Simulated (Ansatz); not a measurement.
# AlHO (singlet): the correlation ladder at scale of all distances = 1.324, 6-31G

The task here is to estimate one member of a computed series from the others.

Program: Ansatz 0.2.0, Gaussian basis. Level of theory: 6-31G, core rule «outside noble gas», up to 6 orbitals frozen. These are calculated values, not measurements.

Plan: UHF; CCSD(T) on RHF; BCCD(T) on RHF; CISD; CCSDT(Q) on RHF; CISDTQ; CCSDTQ on RHF; CASSCF and MRCISD+Q, 2 electrons in 2 orbitals; CASSCF and NEVPT2, 2 electrons in 2 orbitals; Full CI.

27 further runs of the same task are left out: 18 for a known fault of the program, 5 that didn't finish, 4 set aside as unsound or not needed.

## The system

The geometry derives from a PBE0/def2-TZVP stationary point (not a proven minimum). All distances are scaled together.

3 atoms, charge 0, spin multiplicity 1.

Atoms are counted from 1 here; the program's logs count them from 0.

Bond lengths: Al1–O2 2.217 Å, O2–H3 1.258 Å. Angles: Al1–O2–H3 180.0°.

The first run:

in.yaml

```yaml
crystal:
  periodic: [false, false, false]
  atoms:
    - {symbol: Al, position_ang: [0.000000, 0.000000, 1.897281]}
    - {symbol: O, position_ang: [0.000000, 0.000000, -0.319717]}
    - {symbol: H, position_ang: [0.000000, 0.000000, -1.577565]}
basis:
  gaussian: {orbitals: 6-31G}
magnetization: {spin_polarized: true, initial_magnetization: 0}
hamiltonian: {xc: hf}
output: {orbitals: {seedname: orbitals}}
```

Run with:

```sh
ansatz run in.yaml --threads 1 --pin off --events-out ev --progress --plain --max-ram 2393MiB
```

Among the steps run: UHF; CCSD(T) on RHF; BCCD(T) on RHF; CISD; CCSDT(Q) on RHF; CISDTQ; CCSDTQ on RHF; CASSCF and MRCISD+Q, 2 electrons in 2 orbitals; CASSCF and NEVPT2, 2 electrons in 2 orbitals; Full CI.

One of the session's tables, all rows but one given; the rest of the session is left out.

It belongs to the step «Misses and costs». 

```
       method  from FCI (kJ/mol)
          RHF             +512.8
         RMP2              +58.0
         CISD              +61.2
        RCCSD                  ?
     RCCSD(T)               +3.9
      BCCD(T)               +2.7
       RCCSDT               +2.8
       CISDTQ               +4.3
    RCCSDT(Q)               -2.2
      RCCSDTQ               -0.1
  CASSCF pair             +424.2
  NEVPT2 pair              +49.4
  MRCISD pair              +45.4
MRCISD+Q pair               +8.8
          FCI                  0
```

Q: Estimate the row for RCCSD from the others.

As computed: from FCI (kJ/mol): +19.3. In the column «from FCI (kJ/mol)» it lies between MRCISD+Q pair (+8.8) and MRCISD pair (+45.4).

To keep in mind: RCCSDT(Q) falls below full CI, which methods that aren't variational can do.
